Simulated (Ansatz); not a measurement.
# CH3BN+ (SMILES BN=[CH+]): functionals against CCSD(T) at one geometry

The task here is to estimate one member of a computed series from the others.

Computed with Ansatz 0.2.0, Gaussian basis. Level: single points in def2-TZVPP.

Cores are frozen in the correlated methods.

## The starting structure

SMILES `BN=[CH+]`, 6 atoms, charge 1, spin multiplicity 1.

Atoms are counted from 1 here; the program's logs count them from 0.

Bond lengths: B1–N2 1.384 Å, B1–H4 1.357 Å, B1–H5 1.097 Å, N2–C3 1.098 Å, C3–H6 1.215 Å. Angles: N2–B1–H4 116.7°, N2–B1–H5 113.2°, H4–B1–H5 128.2°, B1–N2–C3 170.0°, N2–C3–H6 175.7°.

Coordinates:

| atom | x (Å) | y (Å) | z (Å) |
| --- | --- | --- | --- |
| B1 | -0.61210 | 0.73180 | -0.40320 |
| N2 | 0.25000 | -0.12050 | 0.26390 |
| C3 | 0.78970 | -0.92120 | 0.78580 |
| H4 | -1.30080 | 0.20680 | -1.44830 |
| H5 | -0.44440 | 1.78960 | -0.16400 |
| H6 | 1.33370 | -1.86700 | 1.32140 |

Set-up of the first run:

Contents of run/in.yaml:

```yaml
crystal:
  periodic: [false, false, false]
  atoms:
    - {symbol: B, position_ang: [-0.612100, 0.731800, -0.403200]}
    - {symbol: N, position_ang: [0.250000, -0.120500, 0.263900]}
    - {symbol: C, position_ang: [0.789700, -0.921200, 0.785800]}
    - {symbol: H, position_ang: [-1.300800, 0.206800, -1.448300]}
    - {symbol: H, position_ang: [-0.444400, 1.789600, -0.164000]}
    - {symbol: H, position_ang: [1.333700, -1.867000, 1.321400]}
basis:
  gaussian: {orbitals: def2-TZVPP}
total_charge: 1
correlation: {method: ccsd_t}
output: {forces: true}
```

No record of the launch command was kept for these runs.

Steps of the session up to this table: CCSD(T)/def2-TZVPP; PBE0-D4/def2-TZVPP; wB97M-V/def2-TZVPP; r2SCAN-D4/def2-TZVPP; PBE-D4/def2-TZVPP; B97M-V/def2-TZVPP; CAM-B3LYP-D4/def2-TZVPP.

One table of the session follows, with a row left open; its other results are not shown here.

```
      method  RMS force component (eV/Å)  angle to CCSD(T) forces (°)
     CCSD(T)                       3.403                    reference
     PBE0-D4                       3.114                          3.7
     wB97M-V                       3.073                          3.7
   r2SCAN-D4                       3.236                          4.3
      PBE-D4                       3.453                          7.2
      B97M-V                           ?                            ?
CAM-B3LYP-D4                       2.959                          5.1
```

**Question.** Estimate the row for B97M-V.

The run gave: RMS force component (eV/Å): 3.163; angle to CCSD(T) forces (°): 4.6. In the column «RMS force component (eV/Å)» it lies between PBE0-D4 (3.114) and r2SCAN-D4 (3.236).
